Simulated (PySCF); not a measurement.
Gas-phase reaction: 3 (CH3)2SiH2 + Si + 2 C3H6 (propylene) → 4 (CH3)3Si

Method: PySCF energies (xtb for GFN2) plus ideal-gas RRHO corrections (1 bar). † marks an energy on the PBE0/def2-TZVP geometry and frequencies; other levels use their own. 6-31G* has spherical d functions here. Open shells (unrestricted): Si (multiplicity 3, electronic degeneracy 9), (CH3)3Si (multiplicity 2); the rest are closed-shell singlets. GFN2 has no spin-polarisation term. Spin-orbit splitting is ignored; it lowers the true energy and changes the entropy of Si. B3LYP is the form with VWN-RPA correlation. (CH3)3Si: computed as isolated molecules; such fragments, hydroxides, amides, oligomers or adducts are transient or little studied in the gas. The harmonic model lacks anharmonicity and excited electronic states, which grow with temperature; levels with a mode under 35 cm⁻¹ are left out. Internal rotation in (CH3)2SiH2, C3H6 (propylene), (CH3)3Si is treated as a harmonic vibration of one conformer, which makes the entropy rough.

```json
[
 {"level": "B3LYP/6-31G*", "ΔE electronic, kJ": "-114", "ΔH°(298 K), kJ": "-87", "ΔS°(298 K), J/K": "-236", "ΔG°(2500 K), kJ": "437"},
 {"level": "GFN2-xTB", "ΔE electronic, kJ": "117", "ΔH°(298 K), kJ": "159", "ΔS°(298 K), J/K": "-228", "ΔG°(2500 K), kJ": "699"},
 {"level": "PBE/def2-SVP", "ΔE electronic, kJ": "-177", "ΔH°(298 K), kJ": "-153", "ΔS°(298 K), J/K": "-234", "ΔG°(2500 K), kJ": "361"},
 {"level": "PBE/def2-TZVP†", "ΔE electronic, kJ": "-198", "ΔH°(298 K), kJ": "-173", "ΔS°(298 K), J/K": "-240", "ΔG°(2500 K), kJ": "356"},
 {"level": "PBE0/def2-QZVP†", "ΔE electronic, kJ": "-212", "ΔH°(298 K), kJ": "-187", "ΔS°(298 K), J/K": "-240", "ΔG°(2500 K), kJ": "342"},
 {"level": "PBE0/def2-TZVP", "ΔE electronic, kJ": "-207", "ΔH°(298 K), kJ": "-182", "ΔS°(298 K), J/K": "-240", "ΔG°(2500 K), kJ": "347"},
 {"level": "LDA/def2-TZVP†", "ΔE electronic, kJ": "-250", "ΔH°(298 K), kJ": "-225", "ΔS°(298 K), J/K": "-240", "ΔG°(2500 K), kJ": "304"},
 {"level": "ωB97M-V/def2-TZVP†", "ΔE electronic, kJ": "-141", "ΔH°(298 K), kJ": "-116", "ΔS°(298 K), J/K": "-240", "ΔG°(2500 K), kJ": "413"},
 {"level": "ωB97X-V/def2-TZVP†", "ΔE electronic, kJ": "-164", "ΔH°(298 K), kJ": "-139", "ΔS°(298 K), J/K": "-240", "ΔG°(2500 K), kJ": "390"}
]
```
ΔH° is lowest at LDA/def2-TZVP† and highest at GFN2-xTB. No reference value is set beside these.
